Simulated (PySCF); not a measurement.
```xyz
3
charge 0 multiplicity 1, angstrom
Si    0.0000    0.0000    0.0000
Cl    0.0000    0.0000    2.1938
Cl    0.0000    0.0000   -2.1938
```

Computed with PBE0 in PySCF with Si def2-TZVP, Cl def2-TZVP; no relativity; density-fitted integrals.

This geometry of SiCl₂ is a stationary point at this level.

(1) What is the point group?

(2) Is it a minimum?

(3) Which band is strongest in the infrared?

(4) What are the dipole moment and the gap between the highest occupied and lowest empty levels?

(5) Give the atomic charges and bond orders.

Results:

(1) D∞h.

(2) No: it has 2 imaginary modes (one degenerate set), at 242i cm⁻¹ (πu).

(3) 424 cm⁻¹ (σu+), 707 km/mol.

(4) 0.00 D and 3.52 eV.

(5) 
```tsv
atom	Mulliken	Löwdin	polar tensor	Mayer order to Si1
Si1	0.51	-0.11	1.31	–
Cl2,3	-0.26	0.05	-0.65	1.15
```

This need not be the most stable arrangement of these atoms. At this level a singlet minimum of C2v symmetry lies 181 kJ/mol below this structure.
